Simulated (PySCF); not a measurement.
**Electric properties by functional and basis**

Species: C₄H₁₀O.
SMILES: `CC(C)CO`

PySCF, dipoles from the SCF density, polarisabilities from static response with core orbitals frozen. One conformer (not necessarily the lowest) at the PBE0-D3(BJ)/def2-SVP geometry, without solvent, vibrations or thermal averaging.

Question: Compare the levels for these properties.

Answer: 

```csv
level,μ (D),α (Å³),anisotropy (Å³)
BHandHLYP/def2-SVPD,1.483,8.16,1.19
CAM-B3LYP/def2-SVPD,1.463,8.36,1.21
wB97X-D/def2-SVPD,1.441,8.35,1.21
LC-wPBE/def2-SVPD,1.483,8.14,1.16
PBE0/6-31G*,1.435,6.97,1.07
PBE0/6-31+G*,1.549,7.79,1.04
PBE0/def2-SVP,1.432,7.25,1.09
PBE0/aug-cc-pVDZ,1.359,8.60,1.33
PBE0/def2-TZVP,1.393,8.15,1.24
PBE0/def2-TZVPD,1.361,8.57,1.32
```

The anisotropy is √(½[(α1 − α2)² + (α2 − α3)² + (α3 − α1)²]). The dipole runs from 1.36 D (PBE0/aug-cc-pVDZ) to 1.55 D (PBE0/6-31+G*). No reference polarisability is at hand; against PBE0 in the largest diffuse basis at hand (def2-TZVPD) the other PBE0 rows deviate by 6-31G* -19%, 6-31+G* -9%, def2-SVP -15%, aug-cc-pVDZ 0%, def2-TZVP -5%. In one basis (def2-SVPD) the functionals order the polarisability from LC-wPBE (lowest) to CAM-B3LYP (highest), a spread of 3%. With PBE0 the polarisability is 7.46 Å³ without diffuse functions (mean of 6-31G*, def2-SVP and def2-TZVP) and 8.32 Å³ with them (mean of 6-31+G*, aug-cc-pVDZ and def2-TZVPD).
